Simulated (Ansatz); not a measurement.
# Relaxing PdBr

These are results of Ansatz, DFT PBE, scalar-relativistic, plane waves, PAW, not measurements. Cutoff 420 eV, Γ-centred k mesh, Gaussian smearing, no spin polarisation in the final step.

This is the end of a relaxation of cell and atoms.

```
Pd Br
1.0
     5.89685    0.00000    0.00000
     0.00000    5.89685    0.00000
     0.00000    0.00000    5.89685
Pd Br
4 4
Direct
  0.03052 0.03052 0.03052
  0.46948 0.96948 0.53052
  0.53052 0.46948 0.96948
  0.96948 0.53052 0.46948
  0.76888 0.76888 0.76888
  0.73112 0.23112 0.26888
  0.26888 0.73112 0.23112
  0.23112 0.26888 0.73112
```

The zero of energy is the elements' standard structures at the same level; no fitted shifts are applied.

(1) What space group does it have?

(2) What is its formation energy per atom?

(3) Is it a metal?

## Answers

(1) P2_13 (No. 198). Conventional cell: a = 5.897 Å. Pd is coordinated by 4 Br at 2.55–2.67 Å; Br has 4 Pd at 2.55–2.67 Å.

(2) 0.11 eV/atom.

(3) Yes, bands cross the Fermi level on the 6×6×6 mesh.

The final run used a 6×6×6 mesh on its 8-atom cell and 0.10 eV smearing. The k mesh leaves about 4 meV/atom of noise in metals. The cell came from a trial start, so PdBr may not exist in this structure.

Cost: 3 runs of about 4.9 core-minutes in all, on Intel Xeon 6975P-C (Granite Rapids) (shared hosts).